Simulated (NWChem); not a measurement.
A series in which one site is exchanged, each optimised at PBE0/def2-SVP with NWChem, gas phase unless a solvent is named. 

A: CN (CH5N; site = C)
B: N[SiH3] (SiNH₅; site = Si)
C: [GeH3][NH2] (GeNH$_{5}$; site = Ge)

**Question.** Rank them by orbital gap (eV), PBE0/def2-SVP, lowest first.

**Answer.** C (7.98), B (8.19), A (8.44)
